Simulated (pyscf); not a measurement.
Structures and frequencies: ωB97X-D3(BJ)/def2-SVP in PySCF.

Q: How much does it cost (ΔH, 298 K, ωB97M-D3(BJ)/def2-TZVP) to split `[F][W]([F])([F])(=[S])[Cl]` at its Cl–W bond into [F–W(F)(F)=S]• + Cl•?

A: Cl–W to [F–W(F)(F)=S]• + Cl•: 354.4 kJ/mol. The 7 functionals that were run give +347.3 (M06-2X) to +392.0 kJ/mol (PBE). The radicals are drawn with the spin at the cut bond; how far it spreads was not checked. Other isomers of [F–W(F)(F)=S]• were not searched in full and may lie lower. Left out: the spin-orbit lowering of Cl. Open-shell species with a d-block atom are single-reference here; other states, and whether the spin sits on metal or ligand, were not checked. Elements past Kr carry the def2 core potentials, without spin-orbit coupling.
